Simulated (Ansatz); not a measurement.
A structure relaxed at PBE0-D4/def2-TZVP, charge 0, multiplicity 1:

Cartesian coordinates in Å:
```
N 0.7734 0.2267 -1.2382
C -0.2232 -0.4353 -0.5117
F -1.5063 0.1634 -0.6868
C 0.0490 -0.3920 0.9761
O 0.1522 0.9348 1.4363
H 0.5704 0.2884 -2.2248
H 0.9689 1.1413 -0.8527
H -0.3430 -1.4623 -0.8669
H 1.0038 -0.8787 1.1814
H -0.7437 -0.9402 1.4982
H -0.7015 1.3538 1.2890
```

Give its formula and SMILES.

C2H6FNO, `NC(F)CO`.

Summarise the bond lengths by kind.

1 × C–N 1.400 Å; 2 × H–N 1.009 to 1.012 Å; 1 × C–F 1.427 Å; 1 × C–C 1.513 Å; 3 × C–H 1.091 to 1.096 Å; 1 × C–O 1.408 Å; 1 × H–O 0.962 Å.

Computed with Ansatz.
